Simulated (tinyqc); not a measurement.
Inside a calculation. Method: MP2 on RHF in the sto-6g basis, frozen core, for LiH, spin multiplicity 1. One step of it, computed by the program tinyqc.

Question. Second-order Moller-Plesset energy. E2 = sum_ijab (ia|jb) [2 (ia|jb) - (ib|ja)] / (e_i + e_j - e_a - e_b) over occupied i, j and virtual a, b; the opposite-spin part is (ia|jb)^2 / denominator, the rest is same-spin, and SCS-MP2 scales them by 6/5 and 1/3.

orbital energies (hartree): MO1 -2.385624, MO2 -0.291975, MO3 0.079234, MO4 0.162629, MO5 0.162629, MO6 0.567316

Two-electron integrals over orbitals (pq|rs), unique and non-zero (hartree); the lowest 1 orbital is frozen and left out:
```
(22|22) 0.495300    (32|22) -0.045896   (32|32) 0.011582    (33|22) 0.224961
(33|32) 0.006335    (33|33) 0.340193    (42|42) 0.023448    (43|42) 0.018972
(43|43) 0.041384    (44|22) 0.273726    (44|32) 0.004966    (44|33) 0.282689
(44|44) 0.313125    (52|52) 0.023448    (53|52) 0.018972    (53|53) 0.041384
(54|54) 0.016875    (55|22) 0.273726    (55|32) 0.004966    (55|33) 0.282689
(55|44) 0.279374    (55|55) 0.313125    (62|22) 0.132232    (62|32) -0.032714
(62|33) -0.011406   (62|44) -0.012720   (62|55) -0.012720   (62|62) 0.124484
(63|22) -0.049821   (63|32) 0.007784    (63|33) 0.035528    (63|44) 0.001030
(63|55) 0.001030    (63|62) -0.029901   (63|63) 0.025151    (64|42) -0.019603
(64|43) -0.014153   (64|64) 0.019904    (65|52) -0.019603   (65|53) -0.014153
(65|65) 0.019904    (66|22) 0.458997    (66|32) -0.040821   (66|33) 0.241475
(66|44) 0.269719    (66|55) 0.269719    (66|62) 0.139489    (66|63) -0.042464
(66|66) 0.457792
```

Hartree-Fock energy = -7.95338538 hartree

Give: Terms; Pair energies; MP2 correlation energy; SCS-MP2 correlation energy; MP2 total energy.

Answer.

Terms:
```
i  j  a  b  (ia|jb)  (ib|ja)  denominator       term
2  2  6  6    0.124    0.124       -1.719     -0.009
2  2  6  3   -0.033   -0.033       -1.230  -8.70e-04
2  2  3  6   -0.033   -0.033       -1.230  -8.70e-04
2  2  5  5    0.023    0.023       -0.909  -6.05e-04
2  2  4  4    0.023    0.023       -0.909  -6.05e-04
2  2  3  3    0.012    0.012       -0.742  -1.81e-04
```

Pair energies (hartree; pair i-j sums ij and ji):
```
pair  opposite spin  same spin
2-2          -0.012          0
```

MP2 correlation energy = -0.01215 hartree

SCS-MP2 correlation energy = -0.01458 hartree

MP2 total energy = -7.96553 hartree
